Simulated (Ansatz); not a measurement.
# Ir (fcc): energy against volume

Method: Ansatz, DFT, RPBE, plane waves (420 eV) with PAW, scalar-relativistic. The PAW files were generated under PBE, with cores re-solved for the functional.

The cell is scaled uniformly from the relaxed one, with fractional coordinates and shape fixed. Energies are extrapolated to zero smearing, pressures are those at the given smearing. Magnetic state: non-magnetic.

A Birch-Murnaghan fit gives V₀ = 14.67 Å³/atom, B₀ = 332 GPa, B₀′ = 5.1.

Question: What are the energy above the minimum and the pressure at 13.510 Å³/atom?

Answer: 112.3 meV/atom and 33.81 GPa as computed.

Question: What are the energy above the minimum and the pressure at 14.098 Å³/atom?

Answer: 25.0 meV/atom and 14.69 GPa as computed.

Question: What are the energy above the minimum and the pressure at 15.272 Å³/atom?

Answer: 23.6 meV/atom and -12.00 GPa as computed.
